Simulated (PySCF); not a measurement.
## A search over the determinants of PS

Unrestricted PBE0; P x2c-SVPall, S x2c-SVPall; spin-free X2C with a Gaussian nucleus (PySCF 2.14). Outer shells of the fragments: P 3s2 3p3; S 3s2 3p4.

Followed along the bond (rough minima from three points):

```
2Ms+1     unpaired  ⟨S²⟩ at the start  R at minimum (Å)  Te (eV)
    2          π ↑               0.77              1.91     0.00
    4        π ↑↑↑               3.76  none in the scan   ≤ 2.05
    6  σ ↑↑, π ↑↑↑               8.75  none in the scan   ≤ 7.00
```

Solutions found at the starting distance of 2.050 Å, counted from the lowest of them; the search is not exhaustive and high or unbound solutions are not listed, so other states can lie among these:

```
2Ms+1   unpaired   term  E (eV)  ⟨S²⟩  ⟨Lz²⟩  μ (D)
    2        π ↑     ²Π    0.00  0.77   1.01  -1.06
    4      π ↑↑↑     ⁴Π    1.83  3.76   1.00   0.20
    2      π ↑↑↓  mixed    2.22  1.76   3.02   0.19
    4  σ ↑, π ↑↑    ⁴Σ⁻    2.86  3.76   0.00  -1.19
    2  σ ↑, π ↑↓  mixed    3.48  1.76   2.01  -0.89
    2  σ ↓, π ↑↑  mixed    3.52  1.77   0.00  -0.91
```

A term symbol is given only where ⟨S²⟩ and ⟨Lz²⟩ are close to those of a pure state; real π, δ and φ orbitals otherwise mix terms. A positive dipole means P(−)S(+).

Counting both spins, an empty level lies below a filled one in some of these solutions, because spin and occupation are held.
